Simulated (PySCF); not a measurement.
# Broadened absorption spectrum of SiFH3

SiFH3.
Cartesian coordinates in Å at the PBE0-D3(BJ)/def2-SVP level; atoms count from 1:
```xyz
5
FH3Si angstrom
Si    -0.0002    0.0003   -0.0409
F      0.0076   -0.0137    1.5834
H      1.4092    0.0093   -0.5214
H     -0.7127    1.2248   -0.4991
H     -0.7039   -1.2206   -0.5220
```

Level of theory: TDDFT wB97X-D/def2-SVPD, vertical, gas phase, core orbitals frozen in the response in PySCF 2.14.0, density-fitted response routines.

Each state is given a Gaussian of 0.4 eV full width at half maximum, with ε(max) = 2.175×10⁸ f / Δν̃ (Δν̃ the width in cm⁻¹). The cross-section is σ = 3.8235×10⁻²¹ ε cm², given in Mb (10⁻¹⁸ cm²). The width is an assumption, not a result. The curve ends short of the highest state used, and states not computed would add to its high-energy end.

```json
{"E (eV)": "7.57", "σ (Mb)": "0.00"}
{"E (eV)": "7.71", "σ (Mb)": "0.06"}
{"E (eV)": "7.84", "σ (Mb)": "0.39"}
{"E (eV)": "7.98", "σ (Mb)": "1.41"}
{"E (eV)": "8.11", "σ (Mb)": "2.53"}
{"E (eV)": "8.24", "σ (Mb)": "2.52"}
{"E (eV)": "8.38", "σ (Mb)": "1.31"}
{"E (eV)": "8.51", "σ (Mb)": "0.39"}
{"E (eV)": "8.64", "σ (Mb)": "0.06"}
{"E (eV)": "8.78", "σ (Mb)": "0.01"}
{"E (eV)": "8.91", "σ (Mb)": "0.03"}
{"E (eV)": "9.05", "σ (Mb)": "0.51"}
{"E (eV)": "9.18", "σ (Mb)": "4.39"}
{"E (eV)": "9.31", "σ (Mb)": "20.86"}
{"E (eV)": "9.45", "σ (Mb)": "57.98"}
{"E (eV)": "9.58", "σ (Mb)": "81.58"}
{"E (eV)": "9.72", "σ (Mb)": "61.33"}
{"E (eV)": "9.85", "σ (Mb)": "27.13"}
{"E (eV)": "9.98", "σ (Mb)": "16.88"}
{"E (eV)": "10.12", "σ (Mb)": "47.57"}
{"E (eV)": "10.25", "σ (Mb)": "101.44"}
{"E (eV)": "10.38", "σ (Mb)": "123.69"}
{"E (eV)": "10.52", "σ (Mb)": "80.23"}
{"E (eV)": "10.65", "σ (Mb)": "29.52"}
```

(1) Where are the band maxima, and which computed states make them?

(2) Coming from long wavelengths, where does ε first pass 100 L mol⁻¹ cm⁻¹?

Results:

(1) 152 nm (8.17 eV), ε about 710, made up of S1 (50%) and S2 (50%); 129 nm (9.59 eV), ε about 21000, made up of S4 (50%) and S5 (50%); 120 nm (10.36 eV), ε about 33000, made up of S7 (49%) and S8 (49%) (ε in L mol⁻¹ cm⁻¹; maxima over ε = 5, shares over 10%). The states used: S1 8.17 eV (f 0.0053); S2 8.17 eV (f 0.0053); S3 9.52 eV (f 0.0000); S4 9.59 eV (f 0.159); S5 9.59 eV (f 0.158); S6 10.21 eV (f 0.011); S7 10.36 eV (f 0.238); S8 10.36 eV (f 0.238); S9 11.25 eV (f 0.211); S10 11.25 eV (f 0.211).

(2) At about 158 nm (7.84 eV), 0.34 eV below S1.

Hardware: Arm Neoverse V2, one thread, no GPU (shared host). Cost: 2.0 s wall.
